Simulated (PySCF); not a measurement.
Bond curve of BO

Set-up: basis B def2-TZVPPD, O def2-TZVPPD; no relativity; PySCF 2.14. Energies in eV from B + O in their ground configurations at the same level. State: ²Σ⁺ (doublet), unpaired electrons σ ↑.

```tsv
R (Å)	UHF-CCSD(T)	M06-L
1.035		-6.700
1.083	-7.152	-7.705
1.131	-7.766	-8.279
1.167	-8.007	-8.492
1.203	-8.103	-8.559
1.239	-8.081	-8.510
1.287	-7.912	-8.305
1.347	-7.536	-7.886
1.419	-6.929	-7.236
1.516		-6.248
```

Put a parabola through the three lowest points of the UHF-CCSD(T) curve and estimate Re, k and ωe (reduced mass 6.521 u; 1 eV/Å² = 0.16022 mdyn/Å; ωe = 1302.8·√(k/μ) cm⁻¹).

Through R = 1.167, 1.203, 1.239 Å the second-order coefficient is 45.5 eV/Å², so Re ≈ 1.214 Å, k ≈ 14.6 mdyn/Å and ωe ≈ 1949 cm⁻¹. A polynomial fit of higher order to the unrounded UHF-CCSD(T) energies gives Re = 1.213 Å, k = 13.4 mdyn/Å, ωe = 1868 cm⁻¹; anharmonicity and rounding make the difference.

The higher-order fit for each curve: UHF-CCSD(T): Re = 1.213 Å, ωe = 1868 cm⁻¹, De = 8.11 eV; M06-L: Re = 1.204 Å, ωe = 1918 cm⁻¹, De = 8.56 eV.

Correlated steps freeze 2 core orbitals. The state is the lowest determinant that a PBE0 search found; another state may lie lower at other levels.
